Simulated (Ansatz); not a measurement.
Geometry optimisation, Ansatz 0.2.0, RKS BHLYP-D4/STO-3G.

Input file:

```yaml
crystal:
  periodic: [false, false, false]
  atoms:
    - { symbol: Si, position_ang: [0.0, 0.0, 0.0] }
    - { symbol: H, position_ang: [0.0, 0.0, 1.46] }
    - { symbol: H, position_ang: [1.3768, 0.0, -0.4862] }
    - { symbol: H, position_ang: [-0.6877, 1.1914, -0.4862] }
    - { symbol: C, position_ang: [-0.8808, -1.5259, -0.6227] }
    - { symbol: H, position_ang: [-1.3804, -2.0377, 0.2261] }
    - { symbol: H, position_ang: [-1.6409, -1.2332, -1.3768] }
    - { symbol: H, position_ang: [-0.1449, -2.2146, -1.0879] }
basis:
  gaussian: { orbitals: STO-3G }
hamiltonian:
  xc: { name: BHLYP }
  dispersion: d4
relax:
  f_tol: 0.02
  max_steps: 40
```

Command:

```bash
$ ansatz run input.yaml --threads 1 --pin off --max-ram 2048MiB --backend cpu --events-out ev --progress --plain --runs-dir out
```

Question: Where does it end, and by what steps?

Answer: The forces met the threshold. Limits of this set-up: minimal basis. After 8 steps the energy has fallen by 0.137 eV; H7 moved furthest, 0.56 Å.

| step | energy less start (eV) | largest force component (eV/Å) | accepted |
| --- | --- | --- | --- |
| 0 | 0.0000 | 0.922 | yes |
| 1 | -0.0813 | 0.162 | yes |
| 2 | -0.0885 | 0.046 | yes |
| 3 | -0.1095 | 0.095 | yes |
| 4 | -0.1136 | 0.050 | yes |
| 5 | -0.1150 | 0.558 | yes |
| 6 | -0.1362 | 0.090 | yes |
| 7 | -0.1366 | 0.080 | yes |
| 8 | -0.1370 | 0.001 | yes |

```xyz
8
Properties=species:S:1:pos:R:3
Si 0.002 0.002 0.001
H 0.377 -0.169 1.372
H 1.182 0.242 -0.773
H -0.856 1.144 -0.102
C -0.876 -1.518 -0.619
H -1.767 -1.727 -0.031
H -1.187 -1.399 -1.655
H -0.233 -2.394 -0.567
```

Whether the end is a true minimum wasn't checked by a vibrational analysis.

Time of the run: 5.9 s on 1 thread of Arm Neoverse V2, with other jobs on the host, peak memory 0.092 GiB.
